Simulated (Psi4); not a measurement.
Process, species as SMILES: O (H2O) + H+ → [OH3+]
B3LYP-D3(BJ)/def2-TZVP geometries, fixed; electronic energies without zero-point terms; positive where energy is released.
Largest species:
```xyz
4

O      0.0646     0.0016     0.0270
H      0.0018     0.8028    -0.5358
H      0.0191    -0.8364    -0.4814
H     -0.5378     0.0209     0.8012
```
Charge +1, spin multiplicity 1.

Basis-set convergence of the proton affinity at B3LYP with Psi4. Cartesian d functions, on some or all atoms, in 6-31G**; all else is spherical. Density fitting with the program's default auxiliary sets. Psi4's default fitting sets serve the pcseg sets less well. No added dispersion term, no relativity. Functions are those of the species that has most. Reference: the value in aug-cc-pVQZ, 171.09 kcal/mol, itself unsure by roughly 0.31 kcal/mol (its mean distance from cc-pV5Z, def2-QZVPPD, def2-QZVPP). Deviations are taken from unrounded values. Cost is core time over that of cc-pVDZ, rough, on shared machines of one kind.

| basis | functions | proton affinity (kcal/mol) | minus reference (kcal/mol) | cost |
|---|---|---|---|---|
| cc-pVDZ | 29 | 178.58 | 7.49 | 1× |
| def2-SVP | 29 | 179.00 | 7.92 | 1× |
| pcseg-1 | 29 | 171.65 | 0.57 | 1× |
| 6-31G** | 30 | 179.45 | 8.36 | 1× |
| 6-311+G** | 40 | 171.06 | -0.02 | 1× |
| pcseg-2 | 72 | 171.71 | 0.62 | 1× |
| jun-cc-pV(T+d)Z | 81 | 170.89 | -0.20 | 1× |
| aug-cc-pVTZ | 115 | 170.87 | -0.22 | 2× |
| aug-pcseg-2 | 115 | 171.01 | -0.07 | 2× |
| cc-pVQZ | 145 | 172.57 | 1.48 | 2× |
| def2-QZVPP | 147 | 171.58 | 0.50 | 2× |
| aug-cc-pVQZ | 218 | 171.09 | 0.00 | 4× |
| pcseg-4 | 284 | 171.14 | 0.06 | 5× |
